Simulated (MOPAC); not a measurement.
MOPAC input (MNDO):

```
MNDO PRECISE GNORM=0.05 LET XYZ GEO-OK AUX(PRECISION=9) THREADS=1
CS2

S    -0.00000000 1   -0.00000000 1   -1.55270816 1
C     0.00000000 1    0.00000000 1    0.00000000 1
S     0.00000000 1    0.00000000 1    1.55270816 1
```

### Question
What heat of formation does the run end on?

### Answer
36.91 kcal/mol.
